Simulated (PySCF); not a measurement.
Species: hydrazinium(1+), N2H5 (charge +1).
Atom-mapped SMILES: `[NH2:1][NH3+:2]` (hydrogens: H3, H4 on N1; H5, H6, H7 on N2)

Cartesian coordinates in Å at the GFN2-xTB level; atoms count from 1:
```xyz
7
N2H5 angstrom
N      0.8164    0.0629   -0.3022
N     -0.5725    0.0153    0.0259
H      1.3251    0.7300    0.2708
H      1.2584   -0.8498   -0.2419
H     -0.9722    0.9587   -0.1304
H     -0.8134   -0.2880    0.9940
H     -1.0386   -0.6241   -0.6434
```

The closed-shell ground state was solved at several levels (PySCF, density fitting, gas phase, non-relativistic).

```tsv
level	basis functions	HOMO (eV)	LUMO (eV)	gap (eV)
wB97X-D/def2-SVPD	80	-16.27	-3.62	12.65
B3LYP/pcJ-1	104	-13.92	-5.85	8.07
```

Estimate the row for PBE0/pcSseg-1, a basis of 59 functions; the other rows only guide the guess.

HOMO -14.23 eV, LUMO -5.44 eV, gap 8.79 eV.

Over all these levels, which gives the widest orbital gap and which the narrowest?

wB97X-D/def2-SVPD (range-separated hybrid) has the widest, 12.65 eV, and B3LYP/pcJ-1 (global hybrid, 20 % exact exchange) the narrowest, 8.07 eV. Functional and basis both differ between the two, so the spread mixes both effects.
